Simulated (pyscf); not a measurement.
Single points on ωB97X-D3(BJ)/def2-SVP structures (PySCF, gas phase).

Question: Estimate by transition-state theory the rate constant of `[OH][B]([F])[F]` + `[H][H]` → `[F][BH][F]` + `[OH2]` (singlet surface; B–O, H–H broken, B–H, H–O formed) at 900 K, with ωB97M-D3(BJ)/def2-TZVP energies (ideal gas, 1 atm, RRHO with modes under 100 cm⁻¹ raised to 100, one conformer, R ln 2 for chiral ones without a mode under 150 cm⁻¹; no tunnelling).

Answer: The electronic barrier is 46.7 kcal/mol and the thermal terms add +28.3, so ΔG‡ = 75.0 kcal/mol. With k_BT/h = 1.88e+13 s⁻¹ and RT = 1.788 kcal/mol, and a volume of 1.23e-19 cm³ per molecule at 1 atm, k = 1.4e-24 cm³ molecule⁻¹ s⁻¹. Wigner's tunnelling factor for 1476i cm⁻¹ would be 1.23. A shift of 1 kcal/mol in the barrier changes k by a factor 1.7. On the product side the descent ends in an adduct with a B–O contact (not fully relaxed), 8.0 kcal/mol under the separated species and 28.8 kcal/mol under the saddle at ωB97X-D3(BJ)/def2-TZVP. What is counted as broken (B–O) persists as a longer contact in the product adduct; parting that adduct is a step of its own. At the saddle there is also a short B–H contact that neither side keeps. One saddle was located; it need not be the lowest between these sides.
